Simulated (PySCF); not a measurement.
Compound: C₃H₄ClF.
Structure used (PBE0-D3(BJ)/def2-SVP), in Å, numbered top down from 1:
```xyz
9
C3H4ClF angstrom
F      0.4939   -1.0537    1.5907
C      0.4459   -0.6838    0.2911
C      0.4671    0.7707   -0.0399
C     -0.7943   -0.0309   -0.2018
Cl    -1.4091   -0.4106   -1.8004
H      0.9622   -1.3868   -0.3707
H      0.4875    1.4795    0.7925
H      1.0058    1.0820   -0.9383
H     -1.5904    0.1302    0.5296
```

Method: MP2 and CCSD/aug-cc-pVDZ in PySCF, restricted Hartree–Fock reference, 9 core orbitals frozen, non-relativistic, gas phase, PBE0-D3(BJ)/def2-SVP geometry.

E(HF) = -674.85497 Eh.

(1) How large is the problem?

(2) What are the MP2 and CCSD correlation energies?

(3) What is the T1 diagnostic?

(4) How does correlation change the dipole moment?

Results:

(1) 155 basis functions and 48 electrons; 9 orbitals frozen, which leaves o = 15 correlated occupied and v = 131 virtual orbitals. That is o·v = 1965 singles and o·v(o·v + 1)/2 = 1931595 distinct closed-shell doubles amplitudes before symmetry; the costliest CCSD step grows as o²v⁴ = 6.6 × 10^10.

(2) MP2 -0.7711 Eh and CCSD -0.8114 Eh, which gives totals of -675.62607 and -675.66637 Eh. That is 0.736 eV for each correlated electron at CCSD (2130 kJ/mol in all, 0.120 % of the total energy); MP2 gives 95.0 % of the CCSD value.

(3) 0.0108, below the customary warning level of 0.02. It is the norm of the spatial-orbital singles amplitudes over the root of the number of correlated electrons, so the norm is 0.059.

(4) HF gives 1.35 D and CCSD (unrelaxed density) 1.20 D, a change of -0.15 D.

No triples correction and no basis-set extrapolation were made.

The job also held the EOM ionisation roots. Hardware: Arm Neoverse V1, one thread, no GPU, shared host. Cost: 5.7 min wall.
